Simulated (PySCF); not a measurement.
# UB2PLYP/STO-3G run of AlHF (SMILES [F][AlH])

What is the vertical ionisation energy of AlHF at UB2PLYP/STO-3G? The job is set up through a Python script.

The results are computed with PySCF 2.14.0.

9 further runs of the same task are left out: 9 set aside as unsound or not needed.

**1. The structure to begin with**

AlHF: 3 atoms, total charge 0, spin state doublet. As SMILES, `[F][AlH]`. The shape is that of a PBE0-D4/def2-TZVP optimisation.

Bond lengths: F1–Al2 1.656 Å, Al2–H3 1.607 Å. Angles: F1–Al2–H3 115.5°.

**2. The energy at UB2PLYP/STO-3G**

The input, calc.py:

```python
# [F][AlH]
from pyscf import gto, dft, mp

system = gto.M(
    atom='''
F      1.714171     1.687903     1.106624
Al    -0.817307     0.600933    -0.377000
H     -0.917273    -2.411480    -0.754568
''',
    unit='bohr',
    max_memory=1860,
    verbose=4,
    spin=1,
    basis='sto-3g',
)

calc0 = dft.UKS(system)
calc0.xc = '0.53*HF + 0.47*B88, 0.73*LYP'
calc0.grids.level = 5
calc0.conv_tol = 1e-10
calc0.kernel()
if not calc0.converged:
    calc0 = calc0.newton().run(calc0.mo_coeff, calc0.mo_occ)

pt = mp.MP2(calc0, frozen=6).run()
e_final = calc0.e_tot + 0.27 * pt.e_corr
print('PT2 part  %.8f' % (0.27 * pt.e_corr))
print('E(%s) = %.9f' % ('B2PLYP', e_final))
```

Started as:

```console
$ OMP_NUM_THREADS=1 python calc.py
```

The log of the run:

```text
PySCF version 2.14.0

[INPUT] num. atoms = 3
[INPUT] num. electrons = 23
[INPUT] charge = 0
[INPUT] spin (= nelec alpha-beta = 2S) = 1
[INPUT] symmetry False subgroup None
[INPUT] Mole.unit = bohr
[INPUT] Symbol           X                Y                Z      unit          X                Y                Z       unit  Magmom
[INPUT]  1 F      0.907100228820   0.893199801844   0.585600201857 AA    1.714171000000   1.687903000000   1.106624000000 Bohr   0.0
[INPUT]  2 Al    -0.432500238725   0.318000048890  -0.199499808517 AA   -0.817307000000   0.600933000000  -0.377000000000 Bohr   0.0
[INPUT]  3 H     -0.485399967792  -1.276100260589  -0.399300189689 AA   -0.917273000000  -2.411480000000  -0.754568000000 Bohr   0.0

nuclear repulsion = 43.3969386997183
number of shells = 9
number of NR pGTOs = 45
number of NR cGTOs = 15
basis = sto-3g
ecp = {}

******** <class 'pyscf.dft.uks.UKS'> ********
method = UKS
initial guess = minao
damping factor = 0
level_shift factor = 0
DIIS = <class 'pyscf.scf.diis.CDIIS'>
diis_start_cycle = 1
diis_space = 8
diis_damp = 0
SCF conv_tol = 1e-10
SCF conv_tol_grad = None
SCF max_cycles = 50
direct_scf = True
direct_scf_tol = 1e-13
number electrons alpha = 12  beta = 11
XC library pyscf.dft.libxc version 7.0.0
    S. Lehtola, C. Steigemann, M. J.T. Oliveira, and M. A.L. Marques.,  SoftwareX 7, 1–5 (2018)
XC functionals = 0.53*HF + 0.47*B88, 0.73*LYP
    A. D. Becke.,  Phys. Rev. A 38, 3098 (1988)
    C. Lee, W. Yang, and R. G. Parr.,  Phys. Rev. B 37, 785 (1988)
    B. Miehlich, A. Savin, H. Stoll, and H. Preuss.,  Chem. Phys. Lett. 157, 200 (1989)
radial grids:
    Treutler-Ahlrichs [JCP 102, 346 (1995); DOI:10.1063/1.469408] (M4) radial grids

becke partition: Becke, JCP 88, 2547 (1988); DOI:10.1063/1.454033
pruning grids: <function nwchem_prune>
grids dens level: 5
symmetrized grids: False
atomic radii adjust function: <function treutler_atomic_radii_adjust>
small_rho_cutoff = 0
Set gradient conv threshold to 1e-05
tot grids = 110472
init E= -337.853041205687
[... the frontier-level lines of each cycle are left out ...]

cycle= 1 E= -338.093515894022  delta_E= -0.24  |g|= 0.274  |ddm|= 1.44
cycle= 2 E= -338.077322937915  delta_E= 0.0162  |g|= 0.396  |ddm|= 1.06
cycle= 3 E= -338.18303608021  delta_E= -0.106  |g|= 0.0188  |ddm|= 0.51
cycle= 4 E= -338.183885536549  delta_E= -0.000849  |g|= 0.00607  |ddm|= 0.0773
cycle= 5 E= -338.183964021202  delta_E= -7.85e-05  |g|= 0.00223  |ddm|= 0.0232
cycle= 6 E= -338.183979223737  delta_E= -1.52e-05  |g|= 0.000861  |ddm|= 0.011
cycle= 7 E= -338.18398158505  delta_E= -2.36e-06  |g|= 0.000157  |ddm|= 0.00508
cycle= 8 E= -338.183981654989  delta_E= -6.99e-08  |g|= 2.65e-05  |ddm|= 0.000885
cycle= 9 E= -338.183981657092  delta_E= -2.1e-09  |g|= 5.03e-06  |ddm|= 0.000133
cycle= 10 E= -338.18398165716  delta_E= -6.8e-11  |g|= 1.44e-06  |ddm|= 2.13e-05
Extra cycle  E= -338.183981657164  delta_E= -4.32e-12  |g|= 6.74e-07  |ddm|= 4.52e-06
converged SCF energy = -338.183981657164  <S^2> = 0.75622499  2S+1 = 2.0062153

******** <class 'pyscf.mp.ump2.UMP2'> ********
nocc = (np.int64(6), np.int64(5)), nmo = (9, 9)
frozen orbitals 6
E(UMP2) = -338.246627105629  E_corr = -0.0626454484644716
E(SCS-UMP2) = -338.24858435609  E_corr = -0.0646026989256964
E_corr(same-spin) = -0.0121982760365418
E_corr(oppo-spin) = -0.0504471724279298
PT2 part  -0.01691427
E(B2PLYP) = -338.200895928
```

It took 4.2 s on 1 thread of Arm Neoverse N1, shared host; peak memory 0.18 GiB.

**3. The singlet cation, same level**

The input, input.py:

```python
from pyscf import gto, dft, mp

mol = gto.M(
    atom='''
F        0.907100       0.893200       0.585600
Al      -0.432500       0.318000      -0.199500
H       -0.485400      -1.276100      -0.399300
''',
    basis='sto-3g',
    max_memory=1860,
    verbose=3,
    spin=0,
    charge=1,
)

mf = dft.RKS(mol, xc='0.53*HF + 0.47*B88, 0.73*LYP')
mf.conv_tol = 1e-10
mf.grids.level = 5
mf.kernel()
if not mf.converged:
    mf = mf.newton().run(mf.mo_coeff, mf.mo_occ)

pt = mp.MP2(mf, frozen=6).run()
e_final = mf.e_tot + 0.27 * pt.e_corr
print('PT2 part  %.8f' % (0.27 * pt.e_corr))
print('E(%s) = %.9f' % ('B2PLYP', e_final))
```

Started as:

```console
$ OMP_NUM_THREADS=1 python input.py
```

The log of the run:

```text
converged SCF energy = -338.016304565467
E(RMP2) = -338.119033503498  E_corr = -0.10272893803175
E(SCS-RMP2) = -338.122137517338  E_corr = -0.105832951871288
PT2 part  -0.02773681
E(B2PLYP) = -338.044041379
```

Wall time 2.9 s (1 thread of Arm Neoverse N1, shared host); peak memory 0.17 GiB.

**4. Summary of results**

At UB2PLYP/STO-3G, 6 core orbitals frozen:

```
                                                              quantity          value
                                            doublet AlHF: total energy  -338.20090 Eh
                                doublet AlHF: dipole moment (SCF part)         1.68 D
doublet AlHF: HOMO energy (SCF part's orbitals) (highest over α and β)       -2.45 eV
 doublet AlHF: LUMO energy (SCF part's orbitals) (lowest over α and β)        4.45 eV
                                                    doublet AlHF: ⟨S²⟩          0.756
                                          singlet cation: total energy  -338.04404 Eh
                     singlet cation: HOMO energy (SCF part's orbitals)      -15.55 eV
                     singlet cation: LUMO energy (SCF part's orbitals)       -6.57 eV
                   singlet cation: HOMO–LUMO gap (SCF part's orbitals)        8.98 eV
                    vertical ionisation energy (to the singlet cation)       4.268 eV
```

**Reading.** The vertical ionisation energy comes to 4.27 eV (412 kJ/mol). Only the singlet of the ionised species was computed; a triplet could lie lower. In a minimal basis such a difference can be off by several eV, whatever the method. Mulliken charges (singlet cation) run from -0.16 on F1 to +1.18 on Al2; they depend strongly on the basis.
